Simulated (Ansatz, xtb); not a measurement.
## C2H6Si+: which of two structures lies lower

Structure X is a doublet given by its coordinates and structure Y is the doublet with the links of `C[CH][SiH2+]`. Both are isolated ions in the gas phase, relaxed with B3LYP-D3(BJ)/def2-SVP; the shapes shown needn't be the lowest conformers.

X (Å):

```yaml
atoms:
  - { symbol: C, position_ang: [-0.2036, -2.2759, -2.1240] }
  - { symbol: C, position_ang: [-0.6502, -0.9212, -2.0492] }
  - { symbol: Si, position_ang: [1.3703, -1.0132, -1.9601] }
  - { symbol: H, position_ang: [-0.2229, -2.9139, -1.2307] }
  - { symbol: H, position_ang: [-0.1348, -2.7816, -3.0960] }
  - { symbol: H, position_ang: [-0.9265, -0.3795, -2.9633] }
  - { symbol: H, position_ang: [-1.0149, -0.5118, -1.0980] }
  - { symbol: H, position_ang: [2.0746, -0.7118, -3.2154] }
  - { symbol: H, position_ang: [1.9514, -0.8959, -0.6142] }
```

Close contacts (Å): C1–C2 1.43, C1–Si3 2.02, C2–Si3 2.02, C1–H4 1.10, C1–H5 1.10, C2–H6 1.10, C2–H7 1.10, Si3–H8 1.47, Si3–H9 1.47.

Y (Å):

```yaml
atoms:
  - { symbol: C, position_ang: [-0.8263, -2.0558, -2.1502] }
  - { symbol: C, position_ang: [0.1025, -0.9347, -2.3415] }
  - { symbol: Si, position_ang: [1.7678, -0.7914, -1.6559] }
  - { symbol: H, position_ang: [-0.4479, -2.8758, -1.5258] }
  - { symbol: H, position_ang: [-1.1321, -2.4517, -3.1423] }
  - { symbol: H, position_ang: [-1.7798, -1.6732, -1.7272] }
  - { symbol: H, position_ang: [-0.2514, -0.0994, -2.9640] }
  - { symbol: H, position_ang: [2.2974, -1.8806, -0.8133] }
  - { symbol: H, position_ang: [2.5700, 0.4103, -1.9488] }
```

Quicker runs give these differences E(Y) − E(X): GFN2-xTB −28.9 kJ/mol; HF/STO-3G −48.8 kJ/mol (at GFN2-xTB geometries); r2SCAN-D4/def2-SVP +5.7 kJ/mol (at GFN2-xTB geometries).

Q: Which of the two would you expect CCSD(T)/def2-SVP + ΔMP2/def2-TZVPP electronic energies to favour?

A: Structure X; the calculation gives E(Y) − E(X) = +21.6 kJ/mol.

Level by level:

| level | geometry | E(Y) − E(X) (kJ/mol) | departure from the last row (kJ/mol) | job, with rough time for the two |
| --- | --- | --- | --- | --- |
| GFN2-xTB | GFN2-xTB | −28.9 | −50.5 | optimisation, 0.55 s |
| HF/STO-3G | GFN2-xTB | −48.8 | −70.5 | single point, 0.86 s |
| r2SCAN-D4/def2-SVP | GFN2-xTB | +5.7 | −15.9 | single point, 9.9 s |
| B3LYP-D3(BJ)/def2-SVP | B3LYP-D3(BJ)/def2-SVP | +3.4 | −18.2 | optimisation, 2.1 min |
| HF/def2-SVP | B3LYP-D3(BJ)/def2-SVP | −19.9 | −41.6 | part of the CCSD(T) run |
| MP2/def2-SVP | B3LYP-D3(BJ)/def2-SVP | +18.6 | −3.1 | part of the CCSD(T) run |
| CCSD(T)/def2-SVP | B3LYP-D3(BJ)/def2-SVP | +12.0 | −9.6 | single point |
| CCSD(T)/def2-SVP + ΔMP2/def2-TZVPP | B3LYP-D3(BJ)/def2-SVP | +21.6 |  | single point, 73 s |

GFN2-xTB, HF/STO-3G, HF/def2-SVP put the two in the other order. The largest departure from CCSD(T)/def2-SVP + ΔMP2/def2-TZVPP is that of HF/STO-3G, 70.5 kJ/mol. The last row adds to CCSD(T) the change of the MP2 difference between the two basis sets, here +9.6 kJ/mol.

With harmonic frequencies from B3LYP-D3(BJ)/def2-SVP (ideal gas, rigid rotor, one conformer each, 298.15 K, 1 atm): the zero-point term adds −1.1 kJ/mol; ΔH is +21.1 and ΔG +17.6 kJ/mol.

Open shells are spin-unrestricted. The correlated steps freeze 7 core orbitals. Programs: Ansatz 0.2.0, xtb 6.7.1; the last row on 1 thread of Intel(R) Xeon(R) Processor @ 2.50GHz (Skylake/Cascade Lake) on a shared host.
